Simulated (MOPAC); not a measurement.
MOPAC input (AM1):

```
AM1 PRECISE GNORM=0.05 LET XYZ CHARGE=-1 GEO-OK AUX(PRECISION=9) THREADS=1
C2H

C    -0.00000000 1   -0.00000000 1   -0.48944061 1
C     0.00000000 1    0.00000000 1    0.74906153 1
H    -0.00000000 1   -0.00000000 1   -1.55772552 1
```

From the last part of the output:

```
                                                       MOPAC v23.2.5 Linux

          FINAL HEAT OF FORMATION =         89.07755 KCAL/MOL =     372.70047 KJ/MOL

          COSMO AREA              =         66.11 SQUARE ANGSTROMS
          COSMO VOLUME            =         48.85 CUBIC ANGSTROMS

          GRADIENT NORM           =          0.02390          =       0.01380 PER ATOM
          IONIZATION POTENTIAL    =          3.102933 EV
          HOMO LUMO ENERGIES (EV) =         -3.103  9.926
          NO. OF FILLED LEVELS    =          5
          MOLECULAR WEIGHT        =         25.0299         POINT GROUP:  C*v

          MOLECULAR DIMENSIONS (Angstroms)

            Atom       Atom       Distance
            H     3    C     2     2.27917
            C     1    C     2     0.00000
            C     1    H     3     0.00000

          SCF CALCULATIONS        =         11

   ATOM   CHEMICAL          X               Y               Z
  NUMBER   SYMBOL      (ANGSTROMS)     (ANGSTROMS)     (ANGSTROMS)

     1       C          0.00000000  *  -0.00000000  *  -0.48276721  *
     2       C         -0.00000000  *   0.00000000  *   0.73768495  *
     3       H         -0.00000000  *   0.00000000  *  -1.54148977  *

                             CARTESIAN COORDINATES

   1    C        0.000000000    -0.000000000    -0.482767206
   2    C       -0.000000000     0.000000000     0.737684948
   3    H       -0.000000000     0.000000000    -1.541489771

           Empirical Formula: C2 H  =     3 atoms

      MOLECULAR POINT GROUP   :   C*v

                  EIGENVALUES
 -23.85533 -11.51419  -3.40801  -3.40801  -3.10293   9.92594   9.92594  11.34223
  14.65592

              NET ATOMIC CHARGES AND DIPOLE CONTRIBUTIONS

  ATOM NO.   TYPE          CHARGE      No. of ELECS.   s-Pop       p-Pop
    1          C          -0.699319        4.6993     1.29605     3.40327
    2          C          -0.392819        4.3928     1.70247     2.69035
    3          H           0.092137        0.9079     0.90786
 DIPOLE           X         Y         Z       TOTAL
 POINT-CHG.    -0.000     0.000    -0.163     0.163
 HYBRID        -0.000    -0.000    -1.973     1.973
 SUM           -0.000    -0.000    -2.136     2.136

          ATOMIC ORBITAL ELECTRON POPULATIONS

     Atom    s        px        py        pz
    1  C   1.29605   1.22700   1.22700   0.94927
    2  C   1.70247   0.77300   0.77300   1.14435
    3  H   0.90786

 **********************
 *                    *
 * JOB ENDED NORMALLY *
 *                    *
 **********************

 == MOPAC DONE ==
```

The dipole moment of an ion depends on the origin.
